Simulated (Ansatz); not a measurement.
# La (dhcp): energy against volume

The calculation used DFT, revPBE, plane waves (420 eV) with PAW, scalar-relativistic in Ansatz. (PAW data from PBE, frozen cores regenerated.)

The cell is scaled uniformly from the relaxed one, with fractional coordinates and shape fixed. Energies are extrapolated to zero smearing, pressures are those at the given smearing. Magnetic state: spin not included.

A Birch-Murnaghan fit gives V₀ = 38.53 Å³/atom, B₀ = 24 GPa, B₀′ = 2.3.

Problem. What are the energy above the minimum and the pressure at 35.631 Å³/atom?

Solution. 17.7 meV/atom and 2.16 GPa as computed.

Problem. What are the energy above the minimum and the pressure at 37.180 Å³/atom?

Solution. 3.7 meV/atom and 1.00 GPa as computed.

Problem. What are the energy above the minimum and the pressure at 40.278 Å³/atom?

Solution. 5.6 meV/atom and -0.90 GPa as computed.
